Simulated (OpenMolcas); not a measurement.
# O2 (SMILES O=O): UX3LYP/cc-pVDZ

What is the vertical electron affinity of O2 at UX3LYP/cc-pVDZ? 

The results are computed with OpenMolcas 26.06.

### Step 1. The molecule

O2 has 2 atoms, charge 0, and is taken as a triplet. As SMILES, `O=O`. Geometry: relaxed at GFN2-xTB.

Bond lengths: O1–O2 1.210 Å.

### Step 2. A single-point energy at UX3LYP/cc-pVDZ

Contents of job.inp:

```
&GATEWAY
  BasLib=$CurrDir
  Coord
  2
  bohr
  O      0.97685613    -0.31603780     0.50313958
  O     -0.97685613     0.31603780    -0.50313958
  Basis=cc-pVDZ
  Group=NoSym

&SEWARD

&SCF
  UHF
  Spin=3
  KSDFT=HYB_GGA_XC_X3LYP
  PrOrbitals=0
```

The basis set cc-pVDZ is read from a file made from the Basis Set Exchange's data (not shown).

The run is started by

```console
$ export MOLCAS_MEM=1860
$ pymolcas job.inp > job.log
```

What it wrote, cut to the lines that bear on the results:

```text
--- Start Module: gateway ---
[...]
--- Stop Module: gateway /rc=_RC_ALL_IS_WELL_ ---
--- Start Module: seward ---
[...]
      Basis functions           28
--- Stop Module: seward /rc=_RC_ALL_IS_WELL_ ---
--- Start Module: scf ---
[...]
       Convergence after  10 Iterations
[...]
::    Total KS-DFT energy                            -150.2848915474
[...]
      Total spin, S                                     1.0022105641
[...]
      Total electronic charge=   16.000000
      Total            charge=   -0.000000
[...]
      Dipole Moment (debye):
      Origin of the operator (angstrom)=    0.0000    0.0000    0.0000
                   X=  1.2889E-11               Y= -4.2469E-12               Z=  6.5837E-12           Total=  1.5083E-11
      Quadrupole Moment (debye*angstrom):
[...]
--- Stop Module: scf /rc=_RC_ALL_IS_WELL_ ---
[...]
```

Wall time 3 s (1 thread of Intel Xeon Platinum 8488C (Sapphire Rapids), shared host); peak memory 0.37 GiB.

### Step 3. The doublet anion at the same level

Contents of job.input:

```
&GATEWAY
 BASLIB
 $CurrDir
 COORD
 2
 bohr
 O      0.97685613    -0.31603780     0.50313958
 O     -0.97685613     0.31603780    -0.50313958
 BASIS
 cc-pVDZ
 GROUP
 NoSym

&SEWARD

&SCF
 UHF
 CHARGE
 -1
 SPIN
 2
 KSDFT
 HYB_GGA_XC_X3LYP
 PRORBITALS
 0
```

The basis set cc-pVDZ is read from a file made from the Basis Set Exchange's data (not shown).

The run is started by

```console
$ export MOLCAS_MEM=1860
$ pymolcas job.input > job.log
```

What it wrote, cut to the lines that bear on the results:

```text
--- Start Module: gateway ---
[...]
--- Stop Module: gateway /rc=_RC_ALL_IS_WELL_ ---
--- Start Module: seward ---
[...]
      Basis functions           28
--- Stop Module: seward /rc=_RC_ALL_IS_WELL_ ---
--- Start Module: scf ---
[...]
       Convergence after  20 Iterations
[...]
::    Total KS-DFT energy                            -150.2348048814
[...]
      Total spin, S                                     0.5012358389
[...]
      Total electronic charge=   17.000000
      Total            charge=   -1.000000
[...]
      Dipole Moment (debye):
      Origin of the operator (angstrom)=    0.0000    0.0000    0.0000
                   X= -1.3358E-10               Y=  4.3073E-11               Z= -6.8862E-11           Total=  1.5633E-10
      Center of Charge (angstrom)
[...]
--- Stop Module: scf /rc=_RC_ALL_IS_WELL_ ---
[...]
```

It took 3.6 s on 1 thread of Intel Xeon Platinum 8488C (Sapphire Rapids), shared host; peak memory 0.37 GiB.

### Step 4. Summary of results

Level: UX3LYP/cc-pVDZ.

| quantity | value |
| --- | --- |
| triplet O2: total energy | -150.28489 Eh |
| triplet O2: dipole moment | 0.00 D |
| triplet O2: HOMO energy (highest over α and β) | -8.35 eV |
| triplet O2: LUMO energy (lowest over α and β) | -2.76 eV |
| triplet O2: ⟨S²⟩ | 2.007 |
| doublet anion: total energy | -150.23480 Eh |
| doublet anion: HOMO energy (highest over α and β) | 5.48 eV |
| doublet anion: LUMO energy (lowest over α and β) | 8.72 eV |
| doublet anion: ⟨S²⟩ | 0.752 |
| vertical electron affinity (to the doublet anion) | -1.363 eV |

**Reading.** The anion lies 1.36 eV (132 kJ/mol) above the neutral: the electron isn't bound at this level, and such a value depends on the basis. Without diffuse functions anions come out too high. The HOMO (doublet anion) lies at positive energy, 5.48 eV; only total energies tell whether the electron is bound.
